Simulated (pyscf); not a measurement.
PySCF, gas phase, ωB97X-D3(BJ)/def2-SVP geometries. MP2 and CC: frozen core, UHF for open shells. ΔMP2 is the change of the MP2 total energy from the triple- to the quadruple-zeta basis.

### Question
What are the homolytic bond dissociation enthalpies (298 K) of F–SiH(F)–SiH₃ (SMILES F[SiH](F)[SiH3]) at CCSD(T)/def2-TZVPP + ΔMP2(QZVPP), weakest first?

### Answer
Si–Si to F–SiH•–F + SiH₃•: 326.7 kJ/mol; H–Si to F–SiH(F)–SiH₂• + H•: 369.7 kJ/mol; H–Si to F–Si•(F)–SiH₃ + H•: 388.3 kJ/mol; F–Si to F• + F–SiH•–SiH₃: 647.2 kJ/mol. Ring and multiple bonds, and those that leave no two simple radicals, are not listed. Other isomers of F–SiH•–SiH₃, F–Si•(F)–SiH₃, F–SiH(F)–SiH₂• were not searched in full and may lie lower. The CCSD(T) − MP2 part came from Ansatz, without density fitting, on the same reference. Left out: the spin-orbit lowering of F.
